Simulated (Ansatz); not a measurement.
## HB–AlH⁺, quartet: the ladder up to full CI

Geometry: that of the HB–AlH, triplet, kept fixed. The doublet lies 3.6 eV lower here.

```yaml
atoms:
  - { symbol: B, position_ang: [0.0000, 0.0000, 1.0513] }
  - { symbol: Al, position_ang: [0.0000, 0.0000, -0.8575] }
  - { symbol: H, position_ang: [0.0000, 0.0000, 2.2344] }
  - { symbol: H, position_ang: [0.0000, 0.0000, -2.4283] }
```

Basis 6-31G; Ansatz 0.2.0. Correlated methods freeze the noble-gas cores, which leaves 7 electrons in 20 orbitals. Prefix R: restricted or restricted open-shell reference; prefix U: unrestricted. Active spaces: valence = (7e, 10o) chosen from the atoms' valence shells.

Full CI is exact within this basis and frozen core; it isn't the basis-set limit. The frozen core follows each run's orbitals, which can shift R against U totals by a few meV.

For open shells CISD and CISDTQ are restricted-active-space CI with the open shells as a complete middle space.

- UHF ⟨S²⟩: 3.759
- T1 diagnostic (RCCSD): 0.0518
- largest doubles amplitude (RCCSD): 0.093
- T1 diagnostic (UCCSD): 0.0462

```json
{"level": "RHF", "E − E(full CI) (mEh)": "92.14", "share of correlation (%)": "0.00", "wall time": "–"}
{"level": "UHF", "E − E(full CI) (mEh)": "91.06", "share of correlation (%)": "1.18", "wall time": "–"}
{"level": "RMP2", "E − E(full CI) (mEh)": "33.00", "share of correlation (%)": "64.19", "wall time": "–"}
{"level": "UMP2", "E − E(full CI) (mEh)": "32.22", "share of correlation (%)": "65.03", "wall time": "–"}
{"level": "CISD", "E − E(full CI) (mEh)": "7.27", "share of correlation (%)": "92.11", "wall time": "0.78 s"}
{"level": "RCCSD", "E − E(full CI) (mEh)": "4.70", "share of correlation (%)": "94.90", "wall time": "–"}
{"level": "UCCSD", "E − E(full CI) (mEh)": "4.62", "share of correlation (%)": "94.99", "wall time": "–"}
{"level": "RCCSD(T)", "E − E(full CI) (mEh)": "1.74", "share of correlation (%)": "98.12", "wall time": "1.1 s"}
{"level": "UCCSD(T)", "E − E(full CI) (mEh)": "1.66", "share of correlation (%)": "98.19", "wall time": "1.3 s"}
{"level": "BCCD(T)", "E − E(full CI) (mEh)": "1.86", "share of correlation (%)": "97.98", "wall time": "0.91 s"}
{"level": "RCCSDT", "E − E(full CI) (mEh)": "0.20", "share of correlation (%)": "99.79", "wall time": "–"}
{"level": "UCCSDT", "E − E(full CI) (mEh)": "0.17", "share of correlation (%)": "99.81", "wall time": "–"}
{"level": "CISDTQ", "E − E(full CI) (mEh)": "0.13", "share of correlation (%)": "99.86", "wall time": "10 s"}
{"level": "RCCSDT(Q)", "E − E(full CI) (mEh)": "0.02", "share of correlation (%)": "99.98", "wall time": "2.8 s"}
{"level": "UCCSDT(Q)", "E − E(full CI) (mEh)": "-0.03", "share of correlation (%)": "100.04", "wall time": "2.9 s"}
{"level": "RCCSDTQ", "E − E(full CI) (mEh)": "0.00", "share of correlation (%)": "100.00", "wall time": "20 s"}
{"level": "UCCSDTQ", "E − E(full CI) (mEh)": "-0.03", "share of correlation (%)": "100.03", "wall time": "20 s"}
{"level": "CASSCF (valence space)", "E − E(full CI) (mEh)": "18.27", "share of correlation (%)": "80.17", "wall time": "–"}
{"level": "NEVPT2 (valence space)", "E − E(full CI) (mEh)": "5.37", "share of correlation (%)": "94.17", "wall time": "2.5 s"}
{"level": "MRCISD (valence space)", "E − E(full CI) (mEh)": "0.49", "share of correlation (%)": "99.47", "wall time": "–"}
{"level": "MRCISD+Q (valence space)", "E − E(full CI) (mEh)": "0.24", "share of correlation (%)": "99.74", "wall time": "4.8 s"}
```

The correlation energy at full CI, counted from RHF, is -2.507 eV. That run took 8.5 s on 1 thread of AMD EPYC 7B13, shared host over 736,896 determinants.

Times hold each run's SCF and search for its determinant on a shared host, so for small cases they say little of a method's own cost; they ran on 1 thread of AMD EPYC 7B13. Some runs computed forces too.

The full-CI state has the irrep A2 of C2v, in the program's axes (one component, if the state is degenerate).

Natural occupations of full CI about the gap: 1.952 1.917 1.019 0.968 0.968 0.058 0.036 0.036 0.022 0.007; effectively unpaired electrons, Σ n²(2−n)², 3.05.
